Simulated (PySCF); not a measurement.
## Assigning NMR signals

Numbering as in the mapped SMILES `[CH2:1]=[C:2]=[CH:3][CH2:4][OH:5]`. Each H is labelled by its parent atom.

[PySCF: GIAO KT2/pcSseg-2 shieldings; PBE0-D3(BJ)/def2-SVP geometry; J: B3LYP/pcJ-1 (without the spin–dipole term); no relativistic terms; one conformer; in vacuum; fast rotation and ring inversion assumed for equivalent nuclei]

δ = σ(ref) − σ, references computed at the same level: TMS for 13C (σref 182.28), 1H (σref 31.18).

Q: Assign these signals to the numbered atoms. 13C{1H} NMR (computed): δ 212.0, 93.1, 72.7, 69.0.

A: 
212.0 → C2, central carbon of an allene: the central sp carbon of an allene is among the most deshielded carbons of hydrocarbons
93.1 → C3, terminal carbon of a cumulated C=C=C unit
72.7 → C1, terminal carbon of a cumulated C=C=C unit
69.0 → C4, allylic sp3 CH2 bonded to O: deshielded by the electronegative neighbour

Q: Assign these signals to the numbered atoms. 1H NMR (500 MHz, computed): δ 5.53 (quint, J = 8.6 Hz, 1H), 4.82 (dt, J = 8.5, 2.7 Hz, 2H), 4.25 (dt, J = 8.7, 2.7 Hz, 2H), -0.10 (br s, 1H).

A: 
5.53 → H(C3), hydrogen on a terminal carbon of a cumulated C=C=C unit: attached to an sp2 carbon and in the plane of the double bond
4.82 → H(C1), hydrogen on a terminal carbon of a cumulated C=C=C unit
4.25 → H(C4), hydrogen on an allylic sp3 CH2 bonded to O: its carbon carries O, hence the downfield position
-0.10 → H(O5), hydrogen on an alcohol oxygen: exchangeable, gas-phase position

Exchangeable OH/NH protons stand at their gas-phase positions; hydrogen bonding in a real sample shifts them, mostly to higher δ. Multiplet labels drop couplings under 1 Hz and merge nearly equal ones. Unscaled 3J(H,H) at this level run about 10 % above measured values. Shifts are as computed. Against solution values, carbons near 30 ppm lie about +3 ppm off and those near 130 ppm about -1 ppm. Of 1211 compounds with measured shifts, 218 miss one by over three times the rms of a fit or turn the order of signals round; such compounds aren't used in these exercises. Couplings across =CH–CH2 type bonds come from one rotamer and its mirror image, and can be 1–2 Hz further off. Couplings to exchangeable protons are dropped.
